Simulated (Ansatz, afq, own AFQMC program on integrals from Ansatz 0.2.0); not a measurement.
## CHN, quintet: AFQMC among the cluster methods

```xyz
3

N     0.0000    0.0792    0.6323
C     0.0000   -0.1496   -0.6235
H     0.0000    0.6827   -1.3569
```

Connectivity, by distances: N–CH.

Basis cc-pVDZ. Only valence electrons are correlated. Integrals, coupled cluster, full CI and functionals: Ansatz 0.2.0; the random walks run on the same integrals in our own AFQMC program. The CISD trial takes its coefficients from CCSD amplitudes. Released means that phaseless walkers are propagated on without the constraint, phases kept. ± is one standard error of the sampling.

Determinant: UHF, the one that the program's search chose, which needn't be the lowest solution. The geometry is a PBE0/def2-TZVP stationary point of this or a neighbouring charge and spin state.

No full CI on the walks' own integrals is used here; CCSDT(Q) serves as the reference and is uncertain by about the last step of the cluster series.

Cautions: another spin lies lower (by 8.16 eV).

```
T1 diagnostic                               : 0.0202
weight of the determinant in the CISD state : 0.922
⟨S²⟩ of the determinant                     : 6.014
size of the correlated space                : 10 electrons in 31 orbitals
```

Reference: CCSDT(Q), correlation energy -5.509 eV. The released energy is read at 2.40 1/Eh (meV from the phaseless value at times in 1/Eh: -2.4 ± 2.0 at 0.24, -3.8 ± 1.6 at 0.51, -4.5 ± 1.6 at 0.99, -5.6 ± 1.4 at 1.62, -7.6 ± 2.3 at 2.40).

| level | E − E(reference) (kJ/mol) | share of correlation (%) |
| --- | --- | --- |
| HF | 531.6 | 0.00 |
| MP2 | 93.5 | 82.41 |
| CCSD | 11.3 | 97.87 |
| CCSD(T) | 2.2 | 99.59 |
| CCSDT | 0.5 | 99.91 |
| ph-AFQMC/CISD | 0.5 ± 0.2 | 99.91 |
| released AFQMC | -0.2 ± 0.2 | 100.05 |

A walk keeps the symmetry of its determinant, which the program's search chose and which needn't be the lowest solution, so a lower state of the same spin and another symmetry isn't excluded. Released energies are given only where the last usable release times agree within the noise; a slower fall can still hide under it.
